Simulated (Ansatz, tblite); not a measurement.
Breaking a bond: SiO, singlet.

- GFN2-xTB, 300 K electronic temperature (tblite)
- UCCSDT(Q) = CCSDT(Q) on UHF/cc-pVTZ, frozen core (Ansatz, an electronic-structure program)

Energies relative to the lowest point of each curve near equilibrium, in kcal/mol; the last columns give the difference from UCCSDT(Q):

| R / Å | GFN2-xTB | UCCSDT(Q) | GFN2-xTB − UCCSDT(Q) |
|---|---|---|---|
| 1.14 | 344.0 | 223.1 | 120.9 |
| 1.20 | 195.7 | 138.6 | 57.1 |
| 1.29 | 73.1 | 59.6 | 13.4 |
| 1.37 | 23.0 | 22.2 | 0.8 |
| 1.43 | 6.2 | 7.6 | -1.3 |
| 1.47 | 1.3 | 2.5 | -1.1 |
| 1.51 | 0.0 | 0.2 | -0.2 |
| 1.53 | 0.4 | 0.0 | 0.4 |
| 1.61 | 6.6 | 3.6 | 3.0 |
| 1.65 | 11.7 | 7.3 | 4.4 |
| 1.75 | 27.7 | 18.9 | 8.8 |
| 1.87 | 49.6 | 36.5 | 13.1 |
| 2.05 | 82.8 | 63.7 | 19.2 |
| 2.29 | 123.0 | 99.0 | 24.1 |
| 2.50 | 152.5 | — | — |
| 2.76 | 180.6 | — | — |
| 2.99 | 198.2 | — | — |

GFN2-xTB is furthest from UCCSDT(Q) at 1.14 (120.9 kcal/mol, above); its mean absolute difference over the points is 19.1 kcal/mol.

Dashes: no converged value, or the column stops at the first point that the program doubted or that broke a chosen test of continuity, which isn't proof of a fault.

The unrestricted solution behind UCCSDT(Q) changes between 2.29 and 2.50 Å, which can leave a kink. The unrestricted determinant behind UCCSDT(Q) is spin-contaminated at 1.75 to 6.02 Å (<S²> up to 2.0, against 0.00 for a pure singlet).
